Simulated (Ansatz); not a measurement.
Molecule: C4H5, net charge 0, doublet state. It need not be the lowest isomer of its formula. 
Geometry from a B3LYP-D3(BJ)/def2-TZVP (Ansatz, a quantum-chemistry and plane-wave program) optimisation:
```xyz
9

C     -0.0023    -0.0132     0.4066
C      0.0043    -0.8071    -0.8379
C      0.0056     0.7071    -0.9042
C     -0.0097     0.0279     1.6874
H     -0.9073    -1.3282    -1.1062
H      0.9184    -1.3292    -1.0957
H      0.9217     1.2083    -1.1922
H     -0.9066     1.2094    -1.2027
H     -0.0138     0.7515     2.4848
```
Charge 0, spin multiplicity 2.

Parts of the frozen-core correlation energy in cc-pVTZ (Ansatz, hartree). Frozen orbitals: 4; correlated occupied orbitals by spin: 11 and 10; virtual: 175 and 176. UHF or UKS for open shells. No spin-orbit coupling. No relativistic terms.

```
term                            value
-------------------------  ----------
reference (HF)             -154.29973
MP2 opposite-spin                   …
MP2 same-spin                       …
CCSD correlation                    …
(T)                          -0.03060
T1 diagnostic                   0.030
largest doubles amplitude       0.055
<S^2> of the reference          0.920
```

Fill in the missing entries.


- MP2 opposite-spin, value: -0.46382
- MP2 same-spin, value: -0.14603
- CCSD correlation, value: -0.65169
